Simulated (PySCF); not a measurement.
Run record: geometry optimisation, cyclobutanone, `O=C1CCC1`.

Method: PBE0-D3(BJ)/def2-TZVP geometry optimisation, gas phase (PySCF 2.14.0). Start geometry: GFN2-xTB. A driver script takes a list of jobs; this job's settings line and coordinates (Å) are shown.

Command:
```bash
OMP_NUM_THREADS=2 python probes_run.py task.json out
```

Input:
```
{"job": {"xc": "PBE0", "basis": "def2-TZVP", "d3": "d3bj", "grid": 2, "shake": 0.01, "kind": "geom"}, "charge": 0, "multiplicity": 1}
O      0.325120    -2.311160    -0.428010
C      0.143800    -1.124700    -0.215390
C     -1.080610    -0.213340    -0.187080
C     -0.094330     0.963190     0.176410
C      1.084810     0.008950     0.124870
H     -1.578300    -0.126300    -1.137050
H     -1.782070    -0.485330     0.580710
H     -0.088360     1.760400    -0.567390
H     -0.317580     1.402770     1.177170
H      1.821540     0.225630    -0.627450
H      1.604100    -0.125940     1.087550
```

Q: Give the output.

A: 
```
step   0  E = -231.05165694  max force = 0.039017
step   1  E = -231.05229386  max force = 0.016421
step   2  E = -231.05345258  max force = 0.014478
step   3  E = -231.05455415  max force = 0.003116
step   4  E = -231.05479816  max force = 0.002737
step   5  E = -231.05491056  max force = 0.001779
step   6  E = -231.05493468  max force = 0.000543
step   7  E = -231.05493813  max force = 0.000133
optimisation converged
```

Energies in Eh; «max force» is the largest Cartesian gradient component in Eh/bohr.

Q: How much energy does the optimisation release, in kcal/mol?

A: E(step 0) − E(last step) = 0.003281 Eh, which is 2.1 kcal/mol.

Q: Give the first gradient maximum in eV/Å.

A: With 1 Eh/bohr = 51.422 eV/Å, 2.006 eV/Å.

Main results: final energy -231.05494 Eh after 7 steps; dipole 2.98 D.

Q: Give the final coordinates.

A: 0.070 Å rms from the input after alignment:
```
atom  x, y, z in Å
O1     0.0287   -1.8417   -1.4545
C2     0.0138   -0.9180   -0.7005
C3    -1.0926   -0.0258   -0.1469
C4     0.0002    0.8128    0.5596
C5     1.0973   -0.1573    0.0573
H6    -1.6883    0.4776   -0.9111
H7    -1.7728   -0.5637    0.5181
H8     0.0974    1.8241    0.1668
H9    -0.0970    0.8687    1.6427
H10    1.8796    0.2630   -0.5779
H11    1.5731   -0.7653    0.8307
```

On an AMD EPYC with 2 threads, shared host, this took 3.9 min wall, 7.7 min CPU and 0.94 GiB of memory at its peak.
Labels such as C1 count atoms from 1, the log's own numbers from 0.
